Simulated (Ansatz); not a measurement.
Density of states of V$_{2}$O$_{5}$ (C2/m, a = 15.445 Å, b = 3.564 Å, c = 10.160 Å, α = 90.00°, β = 110.65°, γ = 90.00°), in states per eV and primitive cell, averaged over bins of 0.4 eV. All numbers below come from DFT PBEsol, scalar-relativistic, plane waves, PAW in Ansatz.

Plane waves to 420 eV, a k mesh through Γ of 8×8×4 on the computed 21-atom cell and Gaussian smearing (0.02 eV); no spin polarisation.

The cell is relaxed at this level. The states (both spins) are summed by tetrahedra on a 12×12×6 mesh at the self-consistent density. Energies are bin centres; the table starts no lower than −8 eV and ends at 6 eV, or lower where the solved bands end.

The gap is 1.47 eV at this level, with the zero inside it.

```csv
E − E_F (eV),total,O 2p,V 3d,O 2s,V 4s
-5.85,9.75,6.99,2.31,0.03,0.30
-5.45,19.63,13.41,5.61,0.11,0.30
-5.05,14.32,9.74,4.21,0.09,0.13
-4.65,13.30,9.14,3.80,0.12,0.10
-4.25,15.45,10.94,4.04,0.16,0.10
-3.85,13.53,9.48,3.69,0.14,0.06
-3.45,16.20,11.36,4.30,0.28,0.06
-3.05,23.03,16.77,5.26,0.57,0.08
-2.65,24.72,18.97,4.83,0.43,0.10
-2.25,24.28,19.87,3.63,0.28,0.11
-1.85,17.24,15.26,1.49,0.15,0.06
-1.45,17.04,15.70,0.97,0.12,0.06
-1.05,14.77,14.19,0.37,0.05,0.02
-0.65,1.74,1.69,0.04,0.00,0.00
-0.25,0.00,0.00,0.00,0.00,0.00
0.15,0.00,0.00,0.00,0.00,0.00
0.55,0.01,0.00,0.01,0.00,0.00
0.95,2.65,0.25,2.38,0.00,0.00
1.35,5.97,0.82,5.05,0.03,0.01
1.75,6.34,1.27,4.94,0.04,0.03
2.15,11.16,2.69,8.13,0.16,0.05
2.55,11.89,3.35,8.13,0.19,0.04
2.95,27.20,7.51,18.33,0.72,0.13
3.35,17.97,5.81,11.45,0.31,0.08
3.75,11.33,3.44,7.21,0.41,0.04
4.15,4.16,1.31,2.61,0.13,0.01
4.55,7.82,2.45,4.79,0.33,0.02
4.95,11.36,3.78,6.59,0.43,0.04
5.35,16.21,5.83,9.16,0.52,0.08
5.75,8.79,3.36,4.85,0.22,0.03
```

The columns after the total are the main Löwdin projections on the occupied valence shells of the potentials; 2 others are left out. The rest of the total lies in those, in shells that are empty in the free atom, which aren't projected, and between the atoms.

A ferromagnetic start lost its moments in a first run, so spin was left out; other magnetic orders weren't tried.

This form isn't the usual stable structure of the compound.

Cost: 1 run of about 11 core-minutes, on Intel Xeon Platinum 8488C (Sapphire Rapids) (shared hosts).